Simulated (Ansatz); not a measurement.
# AlSiH2+ (singlet): wave-function methods side by side, cc-pVTZ

Aim: climb from Hartree-Fock through coupled cluster and multireference methods for AlSiH2+ (singlet) at one geometry and basis, and see what each rung misses.

The runs use Ansatz 0.2.0, Gaussian basis; cc-pVTZ, core rule «outside noble gas», up to 10 orbitals frozen.

To be run: UHF; CCSD(T) on RHF; CCSD(T) on UHF; BCCD(T) on RHF; CCSDT(Q) on RHF; CCSDT(Q) on UHF; CASSCF and MRCISD+Q, 8 electrons in 10 orbitals; CASSCF and NEVPT2, 8 electrons in 10 orbitals.

9 further runs of the same task are left out: 4 for a known fault of the program, 5 set aside as unsound or not needed.

**1. The system**

The geometry is a PBE0/def2-TZVP stationary point (not a proven minimum) of the parent state, kept for this charge and spin.

4 atoms, charge 1, spin multiplicity 1.

Atoms are counted from 1 here; the program's logs count them from 0.

Bond lengths: Si1–Al2 2.509 Å, Si1–H3 1.501 Å, Si1–H4 1.501 Å. Angles: Al2–Si1–H3 121.8°, Al2–Si1–H4 121.8°, H3–Si1–H4 104.9°.

**2. UHF**

in.yaml

```yaml
crystal:
  periodic: [false, false, false]
  atoms:
    - {symbol: Si, position_ang: [-0.056321, 0.000000, 1.156776]}
    - {symbol: Al, position_ang: [0.030473, 0.000000, -1.350744]}
    - {symbol: H, position_ang: [0.376805, -1.189387, 1.962674]}
    - {symbol: H, position_ang: [0.376805, 1.189387, 1.962674]}
basis:
  gaussian: {orbitals: cc-pVTZ}
total_charge: 1
magnetization: {spin_polarized: true, initial_magnetization: 0}
hamiltonian: {xc: hf}
output: {orbitals: {seedname: orbitals}}
```

The run is started by

```sh
> ansatz run in.yaml --threads 1 --pin off --events-out ev --progress --plain --max-ram 2816MiB --backend cpu
```

After this run come: CCSD(T) on RHF; CCSD(T) on UHF; BCCD(T) on RHF; CCSDT(Q) on RHF; CCSDT(Q) on UHF; CASSCF and MRCISD+Q, 8 electrons in 10 orbitals; CASSCF and NEVPT2, 8 electrons in 10 orbitals.

Q: Predict the results of all the runs planned. Wanted: RCCSDT(Q) below the RHF energy; RMP2 from RCCSDT(Q); UMP2 from RCCSDT(Q); RCCSD from RCCSDT(Q); RCCSD(T) from RCCSDT(Q); UCCSD(T) from RCCSDT(Q); UCCSDT(Q) from RCCSDT(Q); NEVPT2 valence from RCCSDT(Q); MRCISD+Q valence from RCCSDT(Q).

As calculated:

| quantity | value |
| --- | --- |
| RCCSDT(Q) below the RHF energy | -5.2211 eV |
| RMP2 from RCCSDT(Q) | +1248.7 meV |
| UMP2 from RCCSDT(Q) | +1373.6 meV |
| RCCSD from RCCSDT(Q) | +216.9 meV |
| RCCSD(T) from RCCSDT(Q) | +46.7 meV |
| UCCSD(T) from RCCSDT(Q) | +91.0 meV |
| UCCSDT(Q) from RCCSDT(Q) | +2.8 meV |
| NEVPT2 valence from RCCSDT(Q) | +875.2 meV |
| MRCISD+Q valence from RCCSDT(Q) | +45.6 meV |
| levels within 1 kcal/mol (43 meV) | RCCSDT, UCCSDT, UCCSDT(Q) |
| T1 diagnostic | 0.026 |
| effectively unpaired electrons | 0.18 |

**Reading.** RCCSD(T) misses by +46.7 meV, 0.9 % of the correlation energy. CCSD(T) misses by +46.7 meV on the restricted determinant and by +91.0 meV on the unrestricted one; the two need not hold the same state or core. One determinant dominates. Of the multireference levels listed MRCISD+Q valence comes nearest in total energy (+45.6 meV), which doesn't show that its space is the better one. These misses are within one basis, not against nature.
